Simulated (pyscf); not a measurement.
Thermochemistry of product channels of H₂N–Si(Cl)(Cl)–Cl (SMILES N[Si](Cl)(Cl)Cl) + F• (SMILES [F]) on the doublet surface, in kJ/mol, from ωB97M-D3(BJ)/def2-TZVP energies (ideal gas, 1 atm, RRHO with modes under 100 cm⁻¹ raised to 100, one conformer, R ln 2 for chiral ones without a mode under 150 cm⁻¹). Structures and frequencies: ωB97X-D3(BJ)/def2-SVP in PySCF.

```json
[
 {"products": "NH₂• (SMILES [NH2]) + F–Si(Cl)(Cl)–Cl (SMILES F[Si](Cl)(Cl)Cl)", "ΔE": "-168.8", "ΔH(298 K)": "-178.1", "ΔG(600 K)": "-185.7", "ΔG(900 K)": "-187.5"},
 {"products": "HN=Si(Cl)–Cl (SMILES N=[Si](Cl)Cl) + Cl• (SMILES [Cl]) + HF (SMILES F)", "ΔE": "+212.8", "ΔH(298 K)": "+204.7", "ΔG(600 K)": "+124.8", "ΔG(900 K)": "…"},
 {"products": "•HN–Si(Cl)(Cl)–Cl (SMILES [NH][Si](Cl)(Cl)Cl) + HF (SMILES F)", "ΔE": "…", "ΔH(298 K)": "-81.4", "ΔG(600 K)": "-95.9", "ΔG(900 K)": "-103.0"},
 {"products": "H₂N–Si(F)(Cl)–Cl (SMILES N[Si](F)(Cl)Cl) + Cl• (SMILES [Cl])", "ΔE": "-184.6", "ΔH(298 K)": "-182.4", "ΔG(600 K)": "-180.1", "ΔG(900 K)": "-178.4"},
 {"products": "•HN–Si(F)(Cl)–Cl (SMILES [NH][Si](F)(Cl)Cl) + HCl (SMILES Cl)", "ΔE": "…", "ΔH(298 K)": "-138.7", "ΔG(600 K)": "-153.4", "ΔG(900 K)": "-160.1"}
]
```

Some entries are withheld; supply them.


- HN=Si(Cl)–Cl (SMILES N=[Si](Cl)Cl) + Cl• (SMILES [Cl]) + HF (SMILES F), ΔG(900 K): +86.0
- •HN–Si(Cl)(Cl)–Cl (SMILES [NH][Si](Cl)(Cl)Cl) + HF (SMILES F), ΔE: -72.9
- •HN–Si(F)(Cl)–Cl (SMILES [NH][Si](F)(Cl)Cl) + HCl (SMILES Cl), ΔE: -125.9

These are energies of the channels, which say nothing of barriers. Left out: orbital degeneracy and the spin-orbit lowering of Cl, F.
